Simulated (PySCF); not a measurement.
P2: one state, many levels of theory

State: ¹Σg⁺ (singlet), closed shell. Set-up: PySCF, no relativity, basis sets P aug-pcseg-1. De refers to P + P in their high-spin ground configurations, without counterpoise correction.

```json
{"Level": "RHF", "Re (Å)": "1.860", "ωe (cm⁻¹)": "908", "De (eV)": "1.46"}
{"Level": "RHF-MP2", "Re (Å)": "1.939", "ωe (cm⁻¹)": "713", "De (eV)": "4.21"}
{"Level": "RHF-SCS-MP2", "Re (Å)": "1.934", "ωe (cm⁻¹)": "727", "De (eV)": "4.19"}
{"Level": "RHF-CCSD", "Re (Å)": "1.913", "ωe (cm⁻¹)": "791", "De (eV)": "3.69"}
{"Level": "RHF-CCSD(T)", "Re (Å)": "1.928", "ωe (cm⁻¹)": "757", "De (eV)": "4.03"}
{"Level": "PBE", "Re (Å)": "1.919", "ωe (cm⁻¹)": "774", "De (eV)": "5.10"}
{"Level": "revPBE", "Re (Å)": "1.922", "ωe (cm⁻¹)": "770", "De (eV)": "4.85"}
{"Level": "r²SCAN", "Re (Å)": "1.902", "ωe (cm⁻¹)": "805", "De (eV)": "4.72"}
{"Level": "r²SCANh", "Re (Å)": "1.895", "ωe (cm⁻¹)": "820", "De (eV)": "4.57"}
{"Level": "B3LYP", "Re (Å)": "1.904", "ωe (cm⁻¹)": "801", "De (eV)": "4.81"}
{"Level": "PBE0", "Re (Å)": "1.893", "ωe (cm⁻¹)": "825", "De (eV)": "4.65"}
{"Level": "HSE06", "Re (Å)": "1.895", "ωe (cm⁻¹)": "822", "De (eV)": "4.65"}
```

Problem. Which functional lies closest to RHF-CCSD(T) in De, which farthest, and by how much do they differ from it?

Solution. Closest is r²SCANh (-3.3 pm in Re, +8.3 % in ωe, +0.54 eV in De against RHF-CCSD(T) in the same basis), farthest PBE (-0.9 pm in Re, +2.2 % in ωe, +1.07 eV in De). CCSD(T) converges more slowly with the basis than the functionals do and binds too weakly in this one, so the order can change at the basis-set limit.

Problem. What does a quarter of exact exchange do here, going from PBE to PBE0?

Solution. PBE0 less PBE: -2.6 pm in Re, +6.6 % in ωe, -0.45 eV in De. Exact exchange removes part of the self-interaction that spreads semilocal densities, and in most molecules shortens and stiffens the bond and lowers De; so it does here.

Problem. What does the step from GGA to meta-GGA do here, going from PBE to r²SCAN?

Solution. r²SCAN less PBE: -1.7 pm in Re, +4.0 % in ωe, -0.38 eV in De. 

Measured (Huber and Herzberg, Constants of Diatomic Molecules (1979)): Re = 1.8934 Å, ωe = 780.77 cm⁻¹.

Correlated steps freeze 10 core orbitals. Correlated levels converge slowly with the basis: in double zeta they bind strong bonds too weakly, by up to about 1 eV, and carry superposition errors of some tenths. Where the molecule has an RHF reference, its open-shell atoms are computed with UHF.

The whole job (state search and all levels along the bond) took about 2.5 min on 1 thread of Arm Neoverse N1 (shared host), peak memory 0.65 GiB.
